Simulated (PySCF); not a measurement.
## Shapes and spin states of NaO2

These are results of PBE0/[Na def2-TZVP, O def2-TZVP], no relativity, density fitting, PySCF, not measurements.

Relaxations began from a few typed shapes and spin states; open shells are unrestricted. The search is not exhaustive: other isomers or separated fragments can lie lower, and high-lying points may rest on an excited occupation.

```csv
spin,group,bonds,angles,imaginary modes (cm⁻¹),ΔE (kJ/mol),ΔE with ZPE (kJ/mol)
doublet,C2v,"Na–O 2.121 Å (×2), O–O 1.329 Å","Na–O–O 71.7° (×2), O–Na–O 36.5°",none,0.0,0.0
quartet,C2v,Na–O 2.168 Å (×2),O–Na–O 62.3°,none,280.8,274.8
broken-symmetry Ms = 1/2 (⟨S²⟩ 1.74),Cs,"Na–O 2.138 Å, Na–O 2.197 Å",O–Na–O 60.4°,none,309.5,303.4
quartet,D∞h,Na–O 2.205 Å (×2),O–Na–O 180.0°,none,318.0,310.3
broken-symmetry Ms = 1/2 (⟨S²⟩ 1.77),C∞v,"Na–O 2.153 Å, Na–O 2.267 Å",O–Na–O 180.0°,none,348.2,340.4
```

The lowest minimum found is the doublet C2v: Na–O 2.121 Å (×2), O–O 1.329 Å; Na–O–O 71.7° (×2), O–Na–O 36.5°.

Starts that fell apart ended at 120 kJ/mol on the same scale (coarser grid).

The electron or spin density has lower symmetry than the nuclear frame for the quartet D∞h at 318.0 kJ/mol, broken-symmetry Ms = 1/2 (⟨S²⟩ 1.77) C∞v at 348.2 kJ/mol.
